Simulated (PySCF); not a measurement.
Compound: 1,4-cyclohexadiene, C6H8.
SMILES: `C1=CCC=CC1`

The closed-shell ground state was solved at several levels (PySCF, density fitting, gas phase, non-relativistic). Isolated species at its PBE0-D3(BJ)/def2-SVP geometry, gas phase. The dipole stays under 0.02 D at every level.

```json
{"level": "PBE0/6-311+G(2d,p)", "basis functions": "210", "HOMO (eV)": "-6.61", "LUMO (eV)": "0.21", "gap (eV)": "6.82"}
{"level": "PBE0/IGLO-III", "basis functions": "290", "HOMO (eV)": "-6.61", "LUMO (eV)": "0.22", "gap (eV)": "6.83"}
{"level": "PBE0/6-31G*", "basis functions": "100", "HOMO (eV)": "-6.36", "LUMO (eV)": "0.85", "gap (eV)": "7.21"}
{"level": "B97-D/pcSseg-1", "basis functions": "142", "HOMO (eV)": "-5.50", "LUMO (eV)": "-0.57", "gap (eV)": "4.93"}
{"level": "mPW1PW91/pcSseg-1", "basis functions": "142", "HOMO (eV)": "-6.66", "LUMO (eV)": "0.36", "gap (eV)": "7.02"}
{"level": "B3LYP/pcSseg-1", "basis functions": "142", "HOMO (eV)": "-6.43", "LUMO (eV)": "0.16", "gap (eV)": "6.59"}
{"level": "PBE0/def2-SVP", "basis functions": "124", "HOMO (eV)": "-6.55", "LUMO (eV)": "0.51", "gap (eV)": "7.06"}
{"level": "PBE0/STO-3G", "basis functions": "38", "HOMO (eV)": "-4.83", "LUMO (eV)": "3.75", "gap (eV)": "8.58"}
{"level": "B3LYP/pcJ-1", "basis functions": "242", "HOMO (eV)": "-6.41", "LUMO (eV)": "0.17", "gap (eV)": "6.58"}
{"level": "PBE0/cc-pVDZ", "basis functions": "124", "HOMO (eV)": "-6.49", "LUMO (eV)": "0.58", "gap (eV)": "7.07"}
```

(1) What might PBE0/pcSseg-2 (328 basis functions) give for the same quantities?

(2) Over all these levels, which gives the widest orbital gap and which the narrowest?

(3) How much does the basis alone move the frontier levels among the 7 PBE0 rows (the withheld one included)?

(4) In the pcSseg-1 basis, how does the gap go with the fixed share of exact exchange?

Answers

(1) HOMO -6.62 eV, LUMO 0.23 eV, gap 6.85 eV.

(2) PBE0/STO-3G (global hybrid, 25 % exact exchange) has the widest, 8.58 eV, and B97-D/pcSseg-1 (GGA) the narrowest, 4.93 eV. Functional and basis both differ between the two, so the spread mixes both effects.

(3) The HOMO by 1.79 eV and the LUMO by 3.54 eV. By rising basis size (HOMO, LUMO in eV): STO-3G -4.83, 3.75; 6-31G* -6.36, 0.85; def2-SVP -6.55, 0.51; cc-pVDZ -6.49, 0.58; 6-311+G(2d,p) -6.61, 0.21; IGLO-III -6.61, 0.22; pcSseg-2 -6.62, 0.23.

(4) B97-D (0 %) 4.93 eV; B3LYP (20 %) 6.59 eV; mPW1PW91 (25 %) 7.02 eV. Each rise in the share widens the gap here.
